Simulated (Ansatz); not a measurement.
# Equation of state of barium, bcc

Theory: Ansatz, DFT, PBE, plane waves (420 eV) with PAW, scalar-relativistic.

The cell is scaled uniformly from the relaxed one, with fractional coordinates and shape fixed. Energies are extrapolated to zero smearing, pressures are those at the given smearing. Magnetic state: spin not included.

| V (Å³/atom) | E − E₀ (meV/atom) | P (GPa) |
| --- | --- | --- |
| 55.829 | 27.3 | 1.31 |
| 58.366 | 11.1 | 0.80 |
| 60.904 | 2.3 | 0.37 |
| 63.442 | 0.0 | 0.00 |
| 65.979 | 3.2 | -0.32 |
| 68.517 | 11.2 | -0.60 |
| 71.055 | 23.1 | -0.83 |

(1) Fit a third-order Birch-Murnaghan equation.

Results:

(1) V₀ = 63.17 Å³/atom, B₀ = 8.8 GPa, B₀′ = 2.9.
